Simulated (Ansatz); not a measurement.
Born–Oppenheimer molecular dynamics of BClH₂ (4 atoms, charge 0, multiplicity 1). It goes on from the last frame of an earlier run, with new velocities.

The calculation used RKS CAM-B3LYP-D4/def2-SVP (Ansatz 0.2.0).

```json
{
 "ensemble": "NVE (velocity Verlet)",
 "time step": "0.5 fs",
 "steps asked": "150",
 "starting velocities drawn for": "300 K",
 "seed": "827752"
}
```

Frames 2.5 fs apart, positions in Å.

Velocities at 25 fs (Å/ps):

```
B -3.50 2.38 5.03
H -17.08 -4.37 6.39
Cl 1.33 -0.51 -1.73
H 7.81 -3.15 0.38
```

```xyz
4
Properties=species:S:1:pos:R:3 time_fs=25 energy_less_start_eV=0.022 T=215
B 0.252 0.023 0.174
H 0.344 0.394 1.337
Cl 1.513 -0.216 -0.974
H -0.811 -0.268 -0.193
4
Properties=species:S:1:pos:R:3 time_fs=27.5 energy_less_start_eV=0.018 T=231
B 0.244 0.029 0.188
H 0.320 0.384 1.337
Cl 1.517 -0.217 -0.978
H -0.823 -0.282 -0.204
4
Properties=species:S:1:pos:R:3 time_fs=30 energy_less_start_eV=0.019 T=225
B 0.234 0.032 0.203
H 0.334 0.383 1.326
Cl 1.521 -0.218 -0.981
H -0.868 -0.297 -0.228
4
Properties=species:S:1:pos:R:3 time_fs=32.5 energy_less_start_eV=0.011 T=259
B 0.220 0.031 0.210
H 0.383 0.399 1.331
Cl 1.524 -0.218 -0.983
H -0.891 -0.295 -0.238
4
Properties=species:S:1:pos:R:3 time_fs=35 energy_less_start_eV=-0.016 T=359
B 0.204 0.025 0.209
H 0.452 0.424 1.338
Cl 1.527 -0.217 -0.984
H -0.877 -0.273 -0.221
4
Properties=species:S:1:pos:R:3 time_fs=37.5 energy_less_start_eV=0.004 T=284
B 0.193 0.018 0.204
H 0.520 0.441 1.313
Cl 1.528 -0.217 -0.983
H -0.869 -0.244 -0.190
4
Properties=species:S:1:pos:R:3 time_fs=40 energy_less_start_eV=-0.022 T=383
B 0.193 0.012 0.198
H 0.568 0.443 1.253
Cl 1.528 -0.215 -0.980
H -0.910 -0.223 -0.163
4
Properties=species:S:1:pos:R:3 time_fs=42.5 energy_less_start_eV=0.002 T=293
B 0.201 0.007 0.188
H 0.598 0.440 1.200
Cl 1.526 -0.214 -0.976
H -0.969 -0.208 -0.136
4
Properties=species:S:1:pos:R:3 time_fs=45 energy_less_start_eV=0.002 T=293
B 0.211 0.001 0.172
H 0.617 0.446 1.193
Cl 1.523 -0.213 -0.972
H -0.984 -0.193 -0.098
4
Properties=species:S:1:pos:R:3 time_fs=47.5 energy_less_start_eV=-0.005 T=319
B 0.220 -0.003 0.152
H 0.620 0.453 1.216
Cl 1.519 -0.212 -0.968
H -0.946 -0.180 -0.059
4
Properties=species:S:1:pos:R:3 time_fs=50 energy_less_start_eV=0.027 T=197
B 0.232 -0.003 0.139
H 0.598 0.443 1.226
Cl 1.515 -0.212 -0.965
H -0.904 -0.181 -0.039
4
Properties=species:S:1:pos:R:3 time_fs=52.5 energy_less_start_eV=0.002 T=289
B 0.248 0.002 0.135
H 0.557 0.419 1.214
Cl 1.511 -0.212 -0.963
H -0.904 -0.204 -0.056
```

Of the whole run (75 fs, mean temperature of the second half 304 K): The conserved energy stayed within 0.11 meV per atom of its start (net change -0.017 meV per atom), so the integration is sound. A run of 0.075 ps of so small a system gives no equilibrium averages.

Run time: 91 s on 1 thread of Arm Neoverse V2, on a shared host, peak memory 0.083 GiB.
